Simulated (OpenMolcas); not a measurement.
# One shape, several levels: C2H7Al (SMILES [CH3][AlH][CH3])

We compute a comparison of 6 runs (HF/def2-SVPD, B3LYP/6-31G*, B2PLYP/def2-SVPD, B3LYP/def2-SVPD, PBE/def2-SVPD, r2SCAN/def2-SVPD) of C2H7Al. 

Program for the calculation: OpenMolcas 26.06.

1 further run of the same task is left out (set aside as unsound or not needed).

## (1) The system as given

C2H7Al has 10 atoms, charge 0, and is taken as a singlet. SMILES: `[CH3][AlH][CH3]`. The shape is that of a PBE0-D4/def2-TZVP optimisation.

Bond lengths: C1–Al2 1.954 Å, Al2–C3 1.954 Å, C1–H4 1.095 Å, C1–H5 1.092 Å, C1–H6 1.096 Å, Al2–H7 1.595 Å, C3–H8 1.093 Å, C3–H9 1.095 Å, C3–H10 1.096 Å. Some angles: C1–Al2–C3 121.2°, C1–Al2–H7 120.2°, C3–Al2–H7 118.5°, Al2–C1–H4 111.1°, Al2–C1–H5 113.4°, Al2–C1–H6 110.4°, Al2–C3–H8 113.4°, Al2–C3–H9 111.0°, Al2–C3–H10 110.5°, H4–C1–H5 108.0°.

## (2) Energy and forces at HF/def2-SVPD (run 1)

File run.input:

```
* C2H7Al Hartree-Fock
>>> EXPORT MOLCAS_PRINT=2
&gateway
baslib=$CurrDir
coord
10
angstrom
C       -1.219100       0.923600      -0.783300
Al       0.496800       0.021800      -0.536400
C        0.903900      -0.949000       1.109700
H       -2.054000       0.233200      -0.621200
H       -1.337000       1.368500      -1.773800
H       -1.340300       1.723700      -0.043600
H        1.605700       0.078800      -1.681200
H        0.069000      -0.980000       1.814000
H        1.201900      -1.980900       0.894300
H        1.756300      -0.490900       1.624500
basis=def2-SVPD
group=NoSym
&seward
&scf
thresholds=1e-10 1e-07 1e-07 1e-05
prorbitals=1 1
&alaska
```

The basis set def2-SVPD is read from a file made from the Basis Set Exchange's data (not shown).

Launch:

```sh
export MOLCAS_MEM=1860
pymolcas run.input > run.log
```

Standard output:

```text
--- Start Module: gateway ---
[...]
--- Stop Module: gateway /rc=_RC_ALL_IS_WELL_ ---
[...]
      Basis functions          120
[...]
--- Start Module: scf ---
[...]
       Convergence after  11 Iterations
[...]
::    Total SCF energy                               -321.5985023488
[...]
      Total spin, S                                     0.0000000000
[...]
      Total electronic charge=   32.000000
      Total            charge=   -0.000000
[...]
      Dipole Moment (debye):
      Origin of the operator (angstrom)=    0.1641    0.0041   -0.1782
                   X= -4.3470E-01               Y= -2.1286E-02               Z=  4.2783E-01           Total=  6.1029E-01
      Quadrupole Moment (debye*angstrom):
[...]
 *              Molecular gradients               *
 **************************************************
  Irreducible representation: a
 ------------------------------------------------------------------------------------------
                              X                       Y                       Z
 ------------------------------------------------------------------------------------------
  C1                3.18863436109851E-03   -1.90819037033374E-03    5.08365703425717E-04
  AL2              -4.10848128903218E-03   -2.56085834090092E-04    4.53194447689764E-03
  C3               -1.71590031134117E-03    1.99825891084782E-03   -2.96287637574810E-03
  H4                4.90358997815576E-04   -1.69780720064239E-04    2.71968525571542E-04
  H5                6.95594443752334E-04   -3.01713353105804E-04    5.83673017287012E-05
  H6                4.01274955899256E-04   -3.12242488271774E-04    2.00358867175066E-04
  H7                8.91516454813779E-04    4.57140972973252E-05   -9.03225265942442E-04
  H8               -8.13889737938389E-05    3.69643217747906E-04   -5.69694430755163E-04
[...]
```

It took 19 s on 1 thread of Intel Xeon Platinum 8375C at 2.90GHz (Ice Lake), shared host; peak memory 0.76 GiB.

## (3) Energy and gradient at B3LYP/6-31G(d) (spherical functions) (run 2)

File job.input:

```
>>> EXPORT MOLCAS_PRINT=2
&GATEWAY
BASLIB = $CurrDir
COORD
10
angstrom
C       -1.219100       0.923600      -0.783300
Al       0.496800       0.021800      -0.536400
C        0.903900      -0.949000       1.109700
H       -2.054000       0.233200      -0.621200
H       -1.337000       1.368500      -1.773800
H       -1.340300       1.723700      -0.043600
H        1.605700       0.078800      -1.681200
H        0.069000      -0.980000       1.814000
H        1.201900      -1.980900       0.894300
H        1.756300      -0.490900       1.624500
BASIS = 6-31Gs
GROUP = NoSym
&SEWARD
GRIDINPUT
Grid=UltraFine
End of Grid
&SCF
KSDFT = B3LYP
THRESHOLDS = 1e-10 1e-07 1e-07 1e-05
PRORBITALS = 1 2
&ALASKA
```

The basis set 6-31G* is read from a file made from the Basis Set Exchange's data (not shown).

Launch:

```sh
export MOLCAS_MEM=1860
pymolcas job.input > job.log
```

Standard output:

```text
--- Start Module: gateway ---
[...]
--- Stop Module: gateway /rc=_RC_ALL_IS_WELL_ ---
[...]
      Basis functions           60
[...]
--- Start Module: scf ---
[...]
       Convergence after  12 Iterations
[...]
::    Total KS-DFT energy                            -322.8582859630
[...]
      Total spin, S                                     0.0000000000
[...]
      Total electronic charge=   32.000000
      Total            charge=   -0.000000
[...]
      Dipole Moment (debye):
      Origin of the operator (angstrom)=    0.1641    0.0041   -0.1782
                   X= -4.9365E-01               Y= -2.7282E-02               Z=  5.3062E-01           Total=  7.2525E-01
      Quadrupole Moment (debye*angstrom):
[...]
 *              Molecular gradients               *
 **************************************************
  Irreducible representation: a
 ------------------------------------------------------------------------------------------
                              X                       Y                       Z
 ------------------------------------------------------------------------------------------
  C1                7.71619905862053E-04   -6.04891762021609E-04    2.45011996723443E-04
  AL2              -1.86036046443583E-03   -1.02852637690970E-04    2.27969618313617E-03
  C3               -7.21190256698145E-04    5.77255850144898E-04   -7.82519203831988E-04
  H4                2.09536949810341E-03    9.70742820588288E-04   -1.17567869428348E-04
  H5                7.01696514426420E-04   -1.06833383902338E-03    1.96308365773401E-03
  H6                8.06841594441554E-04   -1.78629101550865E-03   -1.16321046075485E-03
  H7               -9.46253973693079E-04   -2.84822510015353E-05    8.97305070341581E-04
  H8                1.33644774041919E-03    3.87725300545372E-04   -1.72719723316739E-03
[...]
```

It took 23 s on 1 thread of Intel Xeon Platinum 8375C at 2.90GHz (Ice Lake), shared host; peak memory 0.4 GiB.

Runs 3 to 5 aren't shown in full; the table further down has their settings and results.

## (4) Energy and gradient at r2SCAN/def2-SVPD (run 6)

File test.input:

```
* C2H7Al Kohn-Sham DFT

&GATEWAY
  BasLib = $CurrDir
  Coord
  10
  angstrom
  C       -1.219100       0.923600      -0.783300
  Al       0.496800       0.021800      -0.536400
  C        0.903900      -0.949000       1.109700
  H       -2.054000       0.233200      -0.621200
  H       -1.337000       1.368500      -1.773800
  H       -1.340300       1.723700      -0.043600
  H        1.605700       0.078800      -1.681200
  H        0.069000      -0.980000       1.814000
  H        1.201900      -1.980900       0.894300
  H        1.756300      -0.490900       1.624500
  Basis = def2-SVPD
  Group = NoSym

&SEWARD
  GridInput
  Grid=UltraFine
  End of Grid

&SCF
  KSDFT = 2
  1.0 MGGA_X_R2SCAN
  1.0 MGGA_C_R2SCAN
  Thresholds = 1e-10 1e-07 1e-07 1e-05
  PrOrbitals = 1 1

&ALASKA
```

The basis set def2-SVPD is read from a file made from the Basis Set Exchange's data (not shown).

Launch:

```sh
export MOLCAS_MEM=1860
pymolcas test.input > test.log
```

Standard output:

```text
--- Start Module: gateway ---
[...]
--- Stop Module: gateway /rc=_RC_ALL_IS_WELL_ ---
[...]
      Basis functions          120
[...]
--- Start Module: scf ---
[...]
       Convergence after  13 Iterations
[...]
::    Total KS-DFT energy                            -322.6370903168
[...]
      Total spin, S                                     0.0000000000
[...]
      Total electronic charge=   32.000000
      Total            charge=   -0.000000
[...]
      Dipole Moment (debye):
      Origin of the operator (angstrom)=    0.1641    0.0041   -0.1782
                   X= -4.9252E-01               Y= -2.4515E-02               Z=  5.0522E-01           Total=  7.0599E-01
      Quadrupole Moment (debye*angstrom):
[...]
 *              Molecular gradients               *
 **************************************************
  Irreducible representation: a
 ------------------------------------------------------------------------------------------
                              X                       Y                       Z
 ------------------------------------------------------------------------------------------
  C1               -5.78167060287971E-03    2.72803182446313E-03   -3.83107415040662E-05
  AL2              -7.51378540574166E-04   -4.82904399190798E-05    7.95428866204873E-04
  C3                1.63731462865502E-03   -3.20101616650548E-03    5.24756919441516E-03
  H4                4.59011514928243E-03    2.80677869135637E-03   -9.28149688797453E-04
  H5                1.35250749899929E-03   -2.55654586920828E-03    4.76988076240570E-03
  H6                1.34877647927989E-03   -3.83339419989781E-03   -3.41502596847088E-03
  H7               -3.74656445901955E-04   -1.71528350479955E-05    3.83327459593463E-04
  H8                3.86298941294116E-03    5.68516751064063E-04   -4.14531125699913E-03
[...]
```

Wall time 77 s (1 thread of Intel Xeon Platinum 8375C at 2.90GHz (Ice Lake), shared host); peak memory 0.76 GiB.

## (5) Overview of the runs

```
run                               level  integration grid      task  energy (Eh)  dipole moment (D)  HOMO energy (eV)  LUMO energy (eV)  wall time
  1                        HF/def2-SVPD                 –  gradient  -321.598502               0.61            -10.86              1.57       19 s
  2  B3LYP/6-31G* (spherical functions)         UltraFine  gradient  -322.858286               0.73             -7.30             -0.93       23 s
  3                    B2PLYP/def2-SVPD         UltraFine    energy  -322.500472               0.62             -8.93              0.19       41 s
  4                     B3LYP/def2-SVPD         UltraFine  gradient  -322.750448               0.65             -7.58             -1.07       59 s
  5                       PBE/def2-SVPD         UltraFine  gradient  -322.456034               0.70             -6.53             -1.63       62 s
  6                    r2SCAN/def2-SVPD         UltraFine  gradient  -322.637090               0.71             -6.78             -1.26       77 s
```

## (6) Outcome

| quantity | value |
| --- | --- |
| run 6: total energy | -322.63709 Eh |
| run 6: dipole moment | 0.71 D |
| run 6: HOMO energy | -6.78 eV |
| run 6: LUMO energy | -1.26 eV |
| run 6: HOMO–LUMO gap | 5.52 eV |
| run 6: largest force on an atom | 0.329 eV/Å |

What this shows: The dipole moment (its size) runs from 0.61 D (HF/def2-SVPD) to 0.73 D (B3LYP/6-31G*). The two ends differ in method and basis. The HOMO–LUMO gap runs from 4.90 eV (PBE/def2-SVPD) to 12.44 eV (HF/def2-SVPD). Exact exchange widens orbital gaps. For B2PLYP the log adds the whole second-order term; the table takes 0.27 of it, as the functional is defined. Totals of different functionals can't be ranked against each other. All runs together took 4.7 min, the longest 77 s.
